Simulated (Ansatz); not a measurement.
# Structure relaxation of AgSb3

Theory: DFT PBE, scalar-relativistic, plane waves, PAW (Ansatz). Cutoff 420 eV, Γ-centred k mesh, Gaussian smearing, no spin polarisation in the final step.

A relaxed cell is given with its space group left out.

```
Ag Sb
1.0
     4.68544    0.00000    0.00000
     0.00000    4.68544    0.00000
     0.00000    0.00000    4.68544
Ag Sb
1 3
Direct
  0.00000 0.00000 0.00000
  0.00000 0.50000 0.50000
  0.50000 0.00000 0.50000
  0.50000 0.50000 0.00000
```

The zero of energy is the elements' standard structures at the same level; no fitted shifts are applied.

(1) What space group does it have?

(2) What is its formation energy per atom?

(3) Is it a metal?

Results:

(1) Pm-3m (No. 221). Conventional cell: a = 4.685 Å. Ag is coordinated by 12 Sb at 3.31 Å; Sb is coordinated by 4 Ag at 3.31 Å and 8 Sb at 3.31 Å.

(2) 0.29 eV/atom.

(3) Yes, bands cross the Fermi level on the 10×10×10 mesh.

The final run used a 10×10×10 mesh on its 4-atom cell and 0.10 eV smearing. For metals, differences of a few meV/atom aren't resolved. Spin–orbit coupling is left out. The cell came from a trial start, so AgSb3 may not exist in this structure.

Cost: 2 runs of about 0.73 core-minutes in all, on Intel Xeon Platinum 8375C (Ice Lake) (shared hosts).